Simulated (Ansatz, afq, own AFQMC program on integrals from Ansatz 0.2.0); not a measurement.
**Where AFQMC and coupled cluster stand for SiH$_{2}$Br, doublet**

```xyz
4

Br   -2.3471    0.3699    0.0000
H    -0.6951    0.3699    0.0000
Si    1.3229    0.3699    0.0000
H     1.7193   -1.1096    0.0000
```

Connectivity, by distances: BrH ··· SiH.

Basis cc-pVTZ. Only valence electrons are correlated. Ansatz 0.2.0 and our own AFQMC program on the same integrals; the CISD trial comes from CCSD amplitudes, and released means the phaseless constraint is let go. ± is one standard error of the sampling. No spin–orbit coupling.

Determinant: UHF, the one that the program's search chose, which needn't be the lowest solution. The geometry is a point of a scan.

No full CI on the walks' own integrals is used here; CCSDT(Q) serves as the reference and is uncertain by about the last step of the cluster series.

Cautions: no relativity below Rb; no spin-orbit coupling; inner d shell frozen; the determinant is a saddle point among determinants of its kind; unrestricted determinant slightly spin contaminated (⟨S²⟩ 0.80 against 0.75).

```
T1 diagnostic                               : 0.0176
weight of the determinant in the CISD state : 0.841
⟨S²⟩ of the determinant                     : 0.802
size of the correlated space                : 13 electrons in 86 orbitals
```

Reference: CCSDT(Q), correlation energy -8.685 eV. The released energy is read at 2.40 1/Eh (meV from the phaseless value at times in 1/Eh: -5 ± 5 at 0.24, -6 ± 4 at 0.51, -12 ± 4 at 0.99, -18 ± 6 at 1.62, -19 ± 11 at 2.40).

| level | E − E(reference) (kcal/mol) | share of correlation (%) |
| --- | --- | --- |
| HF | 200.27 | 0.00 |
| MP2 | 34.47 | 82.79 |
| CCSD | 8.48 | 95.77 |
| CCSD(T) | 1.24 | 99.38 |
| CCSDT | 0.35 | 99.83 |
| ph-AFQMC/HF | 1.02 ± 0.61 | 99.49 |
| ph-AFQMC/CISD | 0.52 ± 0.13 | 99.74 |
| released AFQMC | 0.08 ± 0.25 | 99.96 |

A walk keeps the symmetry of its determinant, which the program's search chose and which needn't be the lowest solution, so a lower state of the same spin and another symmetry isn't excluded. Released energies are given only where the last usable release times agree within the noise; a slower fall can still hide under it.
